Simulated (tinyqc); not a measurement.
Worked calculation: CIS and TDHF on RHF in the sto-6g basis, for H2F+, spin multiplicity 1. One step of it, computed by the program tinyqc.

Problem. CIS matrix, triplets. A(ia,jb) = (e_a - e_i) d_ij d_ab - (ij|ab).

orbital energies (hartree): MO1 -26.994304, MO2 -2.135869, MO3 -1.277645, MO4 -1.128145, MO5 -1.086920, MO6 0.040863, MO7 0.218896

Two-electron integrals over orbitals (pq|rs), unique and non-zero (hartree):
```
(11|11) 5.380202    (21|11) -0.511418   (21|21) 0.079070    (22|11) 1.217709
(22|21) -0.019582   (22|22) 0.867840    (31|31) 0.017918    (32|31) 0.026126
(32|32) 0.163648    (33|11) 1.007174    (33|21) -0.007517   (33|22) 0.775046
(33|33) 0.761571    (41|11) 0.149669    (41|21) -0.019311   (41|22) 0.016856
(41|33) 0.005124    (41|41) 0.031094    (42|11) -0.090241   (42|21) 0.009662
(42|22) 0.017733    (42|33) -0.003762   (42|41) 0.029583    (42|42) 0.156964
(43|31) -0.004453   (43|32) 0.002357    (43|43) 0.048053    (44|11) 1.188164
(44|21) -0.015220   (44|22) 0.823644    (44|33) 0.734325    (44|41) -0.012746
(44|42) -0.093972   (44|44) 0.930302    (51|51) 0.030418    (52|51) 0.038743
(52|52) 0.179910    (53|53) 0.039458    (54|51) -0.010615   (54|52) -0.037316
(54|54) 0.057720    (55|11) 1.265969    (55|21) -0.013306   (55|22) 0.881232
(55|33) 0.761244    (55|41) 0.003717    (55|42) -0.047001   (55|44) 0.851350
(55|55) 0.998085    (61|11) -0.255625   (61|21) 0.041887    (61|22) -0.004764
(61|33) -0.002486   (61|41) 0.002072    (61|42) 0.019232    (61|44) -0.014984
(61|55) -0.006093   (61|61) 0.027954    (62|11) 0.331716    (62|21) -0.009224
(62|22) 0.158484    (62|33) 0.099654    (62|41) 0.018068    (62|42) 0.035444
(62|44) 0.117934    (62|55) 0.164255    (62|61) 0.002504    (62|62) 0.085332
(63|31) 0.004623    (63|32) -0.026536   (63|43) -0.015047   (63|63) 0.064570
(64|11) 0.228610    (64|21) -0.001755   (64|22) 0.119811    (64|33) 0.072684
(64|41) 0.006815    (64|42) -0.002359   (64|44) 0.130273    (64|55) 0.122668
(64|61) 0.002169    (64|62) 0.060155    (64|64) 0.059452    (65|51) 0.015610
(65|52) 0.057922    (65|54) 0.003378    (65|65) 0.029498    (66|11) 0.737329
(66|21) -0.006312   (66|22) 0.600267    (66|33) 0.575856    (66|41) 0.018092
(66|42) 0.071071    (66|44) 0.550850    (66|55) 0.569198    (66|61) 0.004356
(66|62) 0.062030    (66|64) 0.030091    (66|66) 0.559024    (71|31) -0.018505
(71|32) -0.025518   (71|43) 0.004755    (71|63) -0.004492   (71|71) 0.019141
(72|31) -0.017051   (72|32) -0.057272   (72|43) 0.026311    (72|63) -0.030269
(72|71) 0.016855    (72|72) 0.053988    (73|11) -0.422268   (73|21) 0.008634
(73|22) -0.191755   (73|33) -0.159092   (73|41) 0.001653    (73|42) 0.060108
(73|44) -0.203111   (73|55) -0.221061   (73|61) 0.005963    (73|62) -0.077178
(73|64) -0.071330   (73|66) -0.022847   (73|73) 0.156368    (74|31) 0.008655
(74|32) 0.060680    (74|43) -0.013966   (74|63) -0.036264   (74|71) -0.008785
(74|72) -0.012070   (74|74) 0.048806    (75|53) -0.025260   (75|75) 0.019955
(76|31) -0.011237   (76|32) -0.102339   (76|43) -0.038785   (76|63) 0.077331
(76|71) 0.011101    (76|72) -0.009140   (76|74) -0.057391   (76|76) 0.155605
(77|11) 0.832933    (77|21) -0.008017   (77|22) 0.635986    (77|33) 0.638775
(77|41) 0.003434    (77|42) 0.008765    (77|44) 0.613619    (77|55) 0.620926
(77|61) -0.003282   (77|62) 0.053682    (77|64) 0.028078    (77|66) 0.554570
(77|73) -0.072888   (77|77) 0.599085
```

Give: CIS matrix A, triplet.

Solution.

CIS matrix A, triplet (hartree):
```
        1>6     1>7     2>6     2>7    3>6    3>7     4>6     4>7
1>6  26.298   0.000   0.006   0.000  0.000  0.011  -0.018   0.000
1>7   0.000  26.380   0.000   0.008  0.011  0.000   0.000  -0.003
2>6   0.006   0.000   1.576   0.000  0.000  0.102  -0.071   0.000
2>7   0.000   0.008   0.000   1.719  0.102  0.000   0.000  -0.009
3>6   0.000   0.011   0.000   0.102  0.743  0.000   0.000   0.039
3>7   0.011   0.000   0.102   0.000  0.000  0.858   0.039   0.000
4>6  -0.018   0.000  -0.071   0.000  0.000  0.039   0.618   0.000
4>7   0.000  -0.003   0.000  -0.009  0.039  0.000   0.000   0.733
5>6   0.000   0.000   0.000   0.000  0.000  0.000   0.000   0.000
5>7   0.000   0.000   0.000   0.000  0.000  0.000   0.000   0.000

       5>6    5>7
1>6  0.000  0.000
1>7  0.000  0.000
2>6  0.000  0.000
2>7  0.000  0.000
3>6  0.000  0.000
3>7  0.000  0.000
4>6  0.000  0.000
4>7  0.000  0.000
5>6  0.559  0.000
5>7  0.000  0.685
```
